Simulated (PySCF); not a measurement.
One molecule, many functionals

Thiopropynal, C3H2S.
Numbering: `[CH:1]#[C:2][CH:3]=[S:4]` (hydrogens: H5 on C1; H6 on C3)

Linear-response calculations in the def2-SVPD basis (PySCF; singlets by full response, triplets Tamm–Dancoff, core orbitals frozen in the response; HF means time-dependent Hartree–Fock). 'Strongest' is the level of largest summed f among the singlets computed (10 roots, of which the last may lack a degenerate partner); it can jump between rows when another state enters that window. S1 is the lowest singlet of each run and needn't be the same state throughout; f(S1) is that of one state. Geometry: PBE0-D3(BJ)/def2-SVP; no solvent, vibrations or thermal averaging.

```json
{"functional": "LDA", "kind": "LDA", "S1 (eV)": "1.79", "f(S1)": "0.000", "strongest (eV)": "4.45", "T1 (eV)": "1.37", "HOMO (eV)": "-5.74", "gap (eV)": "1.55", "ionisation energy, ΔSCF (eV)": "9.24"}
{"functional": "PBE", "kind": "GGA", "S1 (eV)": "1.86", "f(S1)": "0.000", "strongest (eV)": "4.45", "T1 (eV)": "1.37", "HOMO (eV)": "-5.64", "gap (eV)": "1.64", "ionisation energy, ΔSCF (eV)": "9.01"}
{"functional": "B3LYP", "kind": "global hybrid, 20% exact exchange", "S1 (eV)": "1.98", "f(S1)": "0.000", "strongest (eV)": "4.57", "T1 (eV)": "1.50", "HOMO (eV)": "-6.65", "gap (eV)": "3.31", "ionisation energy, ΔSCF (eV)": "9.08"}
{"functional": "PBE0", "kind": "global hybrid, 25% exact exchange", "S1 (eV)": "2.01", "f(S1)": "0.000", "strongest (eV)": "4.64", "T1 (eV)": "1.49", "HOMO (eV)": "-6.91", "gap (eV)": "3.72", "ionisation energy, ΔSCF (eV)": "9.05"}
{"functional": "BHandHLYP", "kind": "global hybrid, 50% exact exchange", "S1 (eV)": "2.16", "f(S1)": "0.000", "strongest (eV)": "4.69", "T1 (eV)": "1.65", "HOMO (eV)": "-8.03", "gap (eV)": "5.84", "ionisation energy, ΔSCF (eV)": "8.94"}
{"functional": "CAM-B3LYP", "kind": "range-separated hybrid", "S1 (eV)": "2.04", "f(S1)": "0.000", "strongest (eV)": "4.66", "T1 (eV)": "1.54", "HOMO (eV)": "-8.26", "gap (eV)": "6.18", "ionisation energy, ΔSCF (eV)": "9.11"}
{"functional": "wB97X-D", "kind": "range-separated hybrid", "S1 (eV)": "2.05", "f(S1)": "0.000", "strongest (eV)": "4.68", "T1 (eV)": "1.59", "HOMO (eV)": "-8.79", "gap (eV)": "7.31", "ionisation energy, ΔSCF (eV)": "9.15"}
{"functional": "LC-wPBE", "kind": "range-separated hybrid", "S1 (eV)": "2.06", "f(S1)": "0.000", "strongest (eV)": "4.79", "T1 (eV)": "1.52", "HOMO (eV)": "-9.71", "gap (eV)": "8.63", "ionisation energy, ΔSCF (eV)": "9.16"}
{"functional": "HF", "kind": "Hartree–Fock", "S1 (eV)": "2.47", "f(S1)": "0.000", "strongest (eV)": "4.72", "T1 (eV)": "1.91", "HOMO (eV)": "-9.81", "gap (eV)": "10.11", "ionisation energy, ΔSCF (eV)": "not settled"}
```

S1 runs from 1.79 eV (LDA) to 2.47 eV (HF), a spread of 0.68 eV, while the orbital gap spreads over 8.6 eV. Along PBE (0%), B3LYP (20%), PBE0 (25%), BHandHLYP (50%), HF (100%) S1 rises with the share of exact exchange. −ε(HOMO) comes closest to its own ΔSCF ionisation energy with wB97X-D (-0.35 eV) and misses most with LDA (-3.50 eV). The lowest triplet of a reference set is 3A''(n→π*) at 1.80 eV (computed, theoretical best estimate (aug-cc-pVTZ, frozen core, CC3 geometry), gas; Veril, Scemama, Caffarel, Lipparini, Boggio-Pasqua, Jacquemin, Loos, WIREs Comput. Mol. Sci. 2021, 11, e1517 (QUESTDB)). The lowest computed triplet differs from it by HF +0.11, BHandHLYP -0.15, wB97X-D -0.21, CAM-B3LYP -0.26, LC-wPBE -0.28, B3LYP -0.30, PBE0 -0.31, PBE -0.43, LDA -0.43 eV; geometry and basis of the reference needn't be the same. 'Not settled' means that the ion's SCF failed to converge or may have ended in another state than the lowest.
